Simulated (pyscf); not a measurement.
:Ge=Se [singlet] + HF → F–GeH=Se, an insertion (singlet surface; F–H broken, F–Ge, Ge–H formed). Structures and frequencies: ωB97X-D3(BJ)/def2-SVP in PySCF. MP2 and CC: frozen core, UHF for open shells. ΔMP2 is the change of the MP2 total energy from the triple- to the quadruple-zeta basis. Energies in eV from the separated reactants.

Small-basis levels: PySCF, no dispersion term, spherical d functions. AM1 to PM7: differences of heats of formation from MOPAC, which are fitted to 298 K values and so differ in kind from electronic energies by zero-point and thermal terms. Cost: rough CPU time at the saddle relative to B3LYP/6-31G*+LANL2DZ, from one job on a shared machine.

| level | barrier | reaction energy | cost |
|---|---|---|---|
| HF/STO-3G | 2.98 | -1.21 | 0.2 |
| HF/3-21G | 2.19 | -1.10 | 0.2 |
| B3LYP/3-21G | 0.80 | -1.54 | 1 |
| B3LYP/LANL2DZ | 1.61 | -0.38 | 1.0 |
| M06-2X/6-31G*+LANL2DZ | 1.84 | -0.61 | 2 |
| B3LYP/6-311+G**+LANL2DZ | 1.72 | -0.20 | 1 |
| PBE/def2-SVP | 1.13 | -0.49 | 4 |
| AM1 | 2.05 | -0.95 | under 0.02 |
| PM3 | 1.33 | -1.49 | under 0.02 |
| CCSD(T)/def2-TZVPP + ΔMP2(QZVPP) | 1.89 | -0.18 | – |

Against the last row the barrier runs from -1.09 (B3LYP/3-21G) to +1.09 eV (HF/STO-3G). CCSD(T)/def2-TZVPP + ΔMP2(QZVPP) has limits of its own. One saddle was located; it need not be the lowest between these sides. The CCSD(T) − MP2 part came from Ansatz, without density fitting, on the same reference. The frozen core leaves the outer d or s,p core shells of the metals and heavy elements correlated in the MP2 and CC values, and def2-TZVPP describes them poorly, which can shift differences by a few kcal/mol. In the def2 sets elements up to Kr have no core potential.
